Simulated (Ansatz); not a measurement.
Molecule (SMILES): [O]Cl (O-Cl), doublet.
Atoms: Cl1, O2. Bonds: Cl1-O2.

Basis-set convergence of the optimised Cl1-O2 bond length at HF with Ansatz (a first-principles code). Cartesian d functions, on some or all atoms, in 6-31+G*, 6-311G**; all else is spherical. The program fits the integrals of some runs and decomposes those of others, by size. Open shells are unrestricted. No added dispersion term, no relativity. Reference: the value in pcseg-4, 1.5785 Å, itself unsure by roughly 0.0010 Å (its mean distance from aug-pcseg-3, aug-cc-pV(Q+d)Z, cc-pV(5+d)Z). Deviations are taken from unrounded values.

```
basis        functions  optimised Cl1-O2 bond length (Å)  minus reference (Å)
-----------  ---------  --------------------------------  -------------------
def2-SVP            32                            1.6190               0.0405
cc-pV(D+d)Z         37                            1.6171               0.0386
6-31+G*             42                            1.6186               0.0401
6-311G**            45                            1.6226               0.0441
def2-SVPD           50                            1.6131               0.0346
def2-TZVP           68                            1.5843               0.0058
cc-pV(T+d)Z         69                            1.5849               0.0064
def2-TZVPPD         91                            1.5826               0.0041
pcseg-4            206                            1.5785               0.0000
```
